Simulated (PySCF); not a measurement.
# C3H3NO: the cost of one run

Computed with PySCF 2.14.0, with density-fitted response routines of our own, on a single molecule, in the gas phase or a continuum. Atoms count from 0, in the outputs and in this text.

### 1 Starting geometry

8 atoms, charge 0, multiplicity 1; geometry from: GFN2-xTB. The atoms were then displaced at random by about 0.01 Å, so the start is not that level's minimum.

Bonds of the start (Å): C0–C1 1.34, C1–N2 1.36, N2–C3 1.24, C3–O4 1.13, C0–H5 1.10, C0–H6 1.05, C1–H7 1.08.

### 2 Relaxing the molecule at PBE0-D3(BJ)/def2-TZVP

What the job is given:

```
{"job": {"xc": "PBE0", "basis": "def2-TZVP", "d3": "d3bj", "grid": 2, "shake": 0.01, "kind": "geom"}, "charge": 0, "multiplicity": 1}
C     -0.957970    -0.396080     0.819110
C     -0.638710     0.392500    -0.210600
N      0.593670     0.450100    -0.775250
C      1.769410     0.054990    -0.754680
O      2.852740    -0.207000    -0.914580
H     -1.986310    -0.350890     1.193920
H     -0.265800    -1.030850     1.296290
H     -1.311890     1.068090    -0.706690
```

Launch:

```
$ OMP_NUM_THREADS=1 python probes_run.py task.json out
```

One launch serves the whole session: the jobs run in the order shown.

**Question.** How long does this first job take on 1 thread of AMD EPYC 9R45, shared host, and how much memory does it need?

About 48 s, with a peak of 0.7 GiB.
